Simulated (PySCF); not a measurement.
**Two attempts at [SiH5]− (SMILES [H][Si-]([H])([H])([H])[H])**

Wanted: a geometry optimisation of [SiH5]−, MP2/pc-0.

The results are computed with PySCF 2.14.0.

10 further runs of the same task are left out: 2 that didn't finish, 8 set aside as unsound or not needed.

## 1. The system as given

[SiH5]− has 6 atoms, charge -1, and is taken as a singlet. As SMILES, `[H][Si-]([H])([H])([H])[H]`. All atoms were displaced at random from a relaxed shape. The run starts from this shape.

Bond lengths: Si1–H2 1.468 Å, Si1–H3 1.660 Å, Si1–H4 1.438 Å, Si1–H5 1.387 Å, Si1–H6 1.512 Å. Angles: H2–Si1–H3 174.8°, H2–Si1–H4 97.7°, H2–Si1–H5 94.1°, H2–Si1–H6 91.3°, H3–Si1–H4 87.2°, H3–Si1–H5 85.0°, H3–Si1–H6 84.7°, H4–Si1–H5 117.9°, H4–Si1–H6 121.2°, H5–Si1–H6 119.1°.

## 2. Try one

Input file calc.py:

```python
from pyscf import gto, scf, mp
from pyscf.geomopt.geometric_solver import kernel as optimise

mol = gto.Mole()
mol.atom = '''
Si   0.059165   0.004884   0.090177
H   -0.013553  -0.029493   1.556192
H    0.001596  -0.012634  -1.568700
H    1.489783   0.089005  -0.030591
H   -0.671937   1.178386  -0.018046
H   -0.659323  -1.321776  -0.011399
'''
mol.max_memory = 1860
mol.verbose = 3
mol.basis = '4-31g'
mol.charge = -1
mol.build()

hf = scf.RHF(mol)
hf.kernel()
pt = mp.MP2(hf, frozen=5).run()
converged, mol_eq = optimise(pt, maxsteps=30, convergence_set='GAU_LOOSE')
print('converged:', converged)
print(mol_eq.tostring())

hf.reset(mol_eq)
mol = mol_eq
hf.kernel()
pt = mp.MP2(hf, frozen=5).run()
e_final = pt.e_tot
print('E = %.10f Eh' % e_final)
hf.analyze()
```

On the command line:

```
$ OMP_NUM_THREADS=1 python calc.py
```

The program printed:

```text
pyscf.lib.exceptions.BasisNotFoundError: Basis set not found for Si in 4-31g
```

It took 1.1 s on 1 thread of Intel Xeon Platinum 8488C (Sapphire Rapids), shared host; peak memory 0.13 GiB.

## 3. Diagnosis

The input was rejected.

The log says `pyscf.lib.exceptions.BasisNotFoundError: Basis set not found for Si in 4-31g`. The fault: the program or basis doesn't cover what is asked for. To mend it: basis set pc-0 in place of 4-31G.

## 4. Try two

Input file run.py:

```python
from pyscf import gto, mp
from pyscf.geomopt.geometric_solver import kernel as optimise

molecule = gto.Mole()
molecule.atom = '''
Si   0.059165   0.004884   0.090177
H   -0.013553  -0.029493   1.556192
H    0.001596  -0.012634  -1.568700
H    1.489783   0.089005  -0.030591
H   -0.671937   1.178386  -0.018046
H   -0.659323  -1.321776  -0.011399
'''
molecule.verbose = 3
molecule.max_memory = 1860
molecule.basis = 'pc-0'
molecule.charge = -1
molecule.build()

mf = molecule.RHF()
mf.kernel()
pt = mp.MP2(mf, frozen=5).run()
converged, mol_eq = optimise(pt, maxsteps=50, convergence_set='GAU_LOOSE')
print('converged:', converged)
print(mol_eq.tostring())

mf.reset(mol_eq)
molecule = mol_eq
mf.kernel()
pt = mp.MP2(mf, frozen=5).run()
e_tot = pt.e_tot
print('Final energy', e_tot)
mf.analyze()
```

On the command line:

```
$ OMP_NUM_THREADS=1 python run.py
```

The program printed:

```text
converged SCF energy = -291.518509651482
E(RMP2) = -291.591286393666  E_corr = -0.0727767421838789
E(SCS-RMP2) = -291.60057466699  E_corr = -0.082065015507666

convergence_set           GAU_LOOSE
[... 66 lines left out ...]
Step    0 : Gradient = 4.364e-02/6.122e-02 (rms/max) Energy = -291.5912863947
[... 111 lines left out ...]
converged SCF energy = -291.540152182309
[... 91 lines left out ...]
converged: True
[... 13 lines left out ...]
MO #3   energy= -4.05781781437728  occ= 2
[... 4 lines left out ...]
MO #8   energy= -0.27398064324929  occ= 2
[... 4 lines left out ...]
MO #13  energy= 0.401694387292186  occ= 0
[... 4 lines left out ...]
MO #18  energy= 1.08582691407079   occ= 0
[... 4 lines left out ...]
MO #23  energy= 25.3880686037746   occ= 0
[... 8 lines left out ...]
WARN: System has nonzero charge -1; the dipole moment is origin-dependent.
Location of origin: [0. 0. 0.]

Dipole moment(X, Y, Z, Debye): -0.16556,  0.07101, -0.01078
```

Wall time 2.3 s (1 thread of Intel Xeon Platinum 8488C (Sapphire Rapids), shared host); peak memory 0.14 GiB.

Step by step:

| step | energy from the first frame kept (eV) | largest force (eV/Å) |
| --- | --- | --- |
| 0 | 0.0000 | 3.1481 |
| 1 | -0.5669 | 1.0095 |
| 2 | -0.5905 | 0.5893 |
| 3 | -0.6342 | 0.4039 |
| 4 | -0.6388 | 0.1180 |
| 5 | -0.6405 | 0.0682 |
| 6 | -0.6410 | 0.0531 |
| 7 | -0.6413 | 0.0143 |
| 8 | -0.6413 | 0.0068 |

After the run. Bond lengths: Si1–H2 1.685 Å, Si1–H3 1.686 Å, Si1–H4 1.547 Å, Si1–H5 1.547 Å, Si1–H6 1.546 Å. Angles: H2–Si1–H3 180.0°, H2–Si1–H4 90.0°, H2–Si1–H5 90.0°, H2–Si1–H6 90.0°, H3–Si1–H4 90.0°, H3–Si1–H5 90.0°, H3–Si1–H6 90.0°, H4–Si1–H5 120.1°, H4–Si1–H6 120.0°, H5–Si1–H6 119.9°.

## 5. Results

Level: MP2/pc-0.

| quantity | value |
| --- | --- |
| total energy at the end | -291.61486 Eh |
| HOMO energy (Hartree–Fock orbitals) | -2.02 eV |
| LUMO energy (Hartree–Fock orbitals) | 10.33 eV |
| HOMO–LUMO gap (to an unbound level, set by the basis) | 12.34 eV |
| correlation energy (5 core orbitals frozen) | -74.7 mEh |

In words: The optimisation took 8 steps and changed the energy by -0.641 eV. Mulliken charges of the mean-field density run from -0.41 on H3 to +0.55 on Si1; they depend strongly on the basis.
